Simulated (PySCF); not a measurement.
# Broadened absorption spectrum of methyl cyclopropyl ketone

Methyl cyclopropyl ketone, C5H8O.
SMILES: `CC(=O)C1CC1`

Method used: TDDFT B3LYP/def2-SVPD, vertical, gas phase, core orbitals frozen in the response in PySCF. Geometry: PBE0-D3(BJ)/def2-SVP, one conformer, isolated molecule. Torsions of this conformer, `[CH3:1][C:2](=[O:3])[CH:4]1[CH2:5][CH2:6]1`: C1–C2–C4–C5 -150°.

Computed states:

```tsv
state	E (eV)	f
S1	4.53	0.0000
S2	6.60	0.025
S3	6.90	0.148
S4	6.96	0.017
S5	7.27	0.014
S6	7.38	0.022
S7	7.40	0.0029
S8	7.80	0.0003
S9	8.23	0.0023
S10	8.30	0.012
```

Each state is given a Gaussian of 0.4 eV full width at half maximum, with ε(max) = 2.175×10⁸ f / Δν̃ (Δν̃ the width in cm⁻¹). The width is an assumption, not a result. The curve ends short of the highest state used, and states not computed would add to its high-energy end.

(1) What does the envelope look like, and where are its maxima?

(2) Coming from long wavelengths, where does ε first pass 100 L mol⁻¹ cm⁻¹?

(3) On this curve, what absorbance would a 10⁻⁵ mol/L sample give at 280 nm over a 1 cm path?

## Answers

(1) 
```tsv
E (eV)	ε (L mol⁻¹ cm⁻¹)
3.93	0
4.06	0
4.19	0
4.32	1
4.45	2
4.58	2
4.71	1
4.84	0
4.97	0
5.10	0
5.23	0
5.36	0
5.49	0
5.62	0
5.75	0
5.88	0
6.01	4
6.14	42
6.27	258
6.40	958
6.53	2473
6.66	5376
6.79	9552
6.92	11456
7.05	8583
7.18	4782
7.31	3108
7.44	2211
7.57	1117
7.70	352
```

Maxima: 180 nm (6.91 eV), ε about 11000, made up of S3 (87%) (ε in L mol⁻¹ cm⁻¹; maxima over ε = 5, shares over 10%).

(2) At about 200 nm (6.20 eV), 1.67 eV above S1.

(3) 280 nm is 4.428 eV, where ε is about 1.7 L mol⁻¹ cm⁻¹, so A = ε c l ≈ 1.7e-05 (Beer–Lambert, with the gas-phase spectrum and the assumed width).

The vertical ionisation energy (ΔSCF) is 9.45 eV, 1.14 eV above S10.
